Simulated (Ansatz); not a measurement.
# BHNSi: the cost of one run

The runs use Ansatz 0.2.0, Gaussian basis; def2-QZVPP, core rule «outside noble gas», up to 7 orbitals frozen.

The runs, in order: UHF; ROHF; CCSD(T) on UHF.

2 further runs of the same task are left out: 2 set aside as unsound or not needed.

### Step 1. The system

The geometry is a PBE0/def2-TZVP stationary point (not a proven minimum).

4 atoms, charge 0, spin multiplicity 2.

Atoms are counted from 1 here; the program's logs count them from 0.

Bond lengths: B1–N2 1.375 Å, B1–Si3 1.996 Å, N2–Si3 1.766 Å, N2–H4 1.011 Å. Angles: N2–B1–Si3 59.8°, B1–N2–Si3 77.8°, B1–N2–H4 141.7°, Si3–N2–H4 140.4°, B1–Si3–N2 42.3°.

### Step 2. UHF

File in.yaml:

```yaml
crystal:
  periodic: [false, false, false]
  atoms:
    - {symbol: B, position_ang: [0.000000, -0.897712, 0.910090]}
    - {symbol: N, position_ang: [0.000000, 0.476424, 0.875935]}
    - {symbol: Si, position_ang: [0.000000, 0.061811, -0.840355]}
    - {symbol: H, position_ang: [0.000000, 1.285841, 1.482090]}
basis:
  gaussian: {orbitals: "def2-QZVPP.json"}
magnetization: {spin_polarized: true, initial_magnetization: 1}
hamiltonian: {xc: hf}
output: {orbitals: {seedname: orbitals}}
```

The run is started by

```
ansatz run in.yaml --threads 1 --pin off --events-out ev --progress --plain --max-ram 2393MiB
```

**Question.** How long does this run take on 1 thread of Arm Neoverse V1, shared host, and how much memory does it need?

About 17 s, with a peak of 0.5 GiB.
